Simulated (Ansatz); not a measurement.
Chalcopyrite CuGaSe₂ was calculated with rVV10 (Ansatz, a program for electronic structure, plane waves, PAW).

Settings: plane-wave cutoff 520 eV, 8×8×8 k mesh, Fermi–Dirac smearing 0.01 eV, no spin polarisation, scalar-relativistic PAW data made under PBE.

Shape and atoms are relaxed at each volume.

Pressure at four volumes; x = ln(V/23.007 Å³). One pressure is withheld.

```json
[
 {"V (Å³/atom)": "22.087", "x": "-0.0408", "P (GPa)": "?"},
 {"V (Å³/atom)": "22.547", "x": "-0.0202", "P (GPa)": "1.26"},
 {"V (Å³/atom)": "23.007", "x": "0.0000", "P (GPa)": "0.00"},
 {"V (Å³/atom)": "23.928", "x": "0.0393", "P (GPa)": "-2.13"}
]
```

Task: Pass a parabola P(x) through the three rows shown, estimate the bulk modulus and its pressure derivative near zero pressure, and predict the withheld pressure.

Result: Slopes between the rows: (0.00 − (1.26))/(0.0000 − (-0.0202)) = -62.38 and (-2.13 − (0.00))/(0.0393 − (0.0000)) = -54.20 GPa. Their difference over the span 0.0595 is c = 8.18/0.0595 = 137.5 GPa, so P(x) = 1.26 + (-62.38)(x − (-0.0202)) + 137.5 (x − (-0.0202))(x − (0.0000)). At the middle row B = −dP/dx = −[-62.38 + 137.5 × 0.0202] = 59.6 GPa, and B′ = dB/dP = 2c/B = 4.6. At x = -0.0408 the parabola gives 2.66 GPa; the run gives 2.68 GPa. The Birch–Murnaghan fit to the energies at all volumes has B0 = 59.6 GPa and B′ = 4.8.

Note: the bulk modulus comes from volumes at which shape and atoms were relaxed.
